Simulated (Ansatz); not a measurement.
Basis-set extrapolation for C₃H₉NO (`COCCN`) (PBE0-D4/def2-TZVP geometry, frozen core, Ansatz). Multiplicity 1, RHF reference.

```tsv
	def2-TZVPP	def2-QZVPP
HF	-248.230113	-248.242297
MP2 correlation	-0.977823	-1.045551
CCSD(T) correlation	-1.060599	not run
```

Energies in hartree. Use E(X) = E(∞) + A·exp(−7.88·√X) for Hartree–Fock and E(X) = E(∞) + B·X^(−2.97) for correlation, with X = 3 and 4, and add CCSD(T) minus MP2 of the smaller set to the MP2 limit.

Task: What is the CCSD(T) energy at the basis-set limit?

Result: HF limit: -248.242297 + (-0.012184) × 0.13774 = -248.24398. MP2 limit: -1.045551 + (-0.067728) × 0.74074 = -1.09572. Higher-order term: -1.060599 − (-0.977823) = -0.08278. Total: -249.42248 hartree, 346.0 kJ/mol below CCSD(T)/def2-TZVPP.
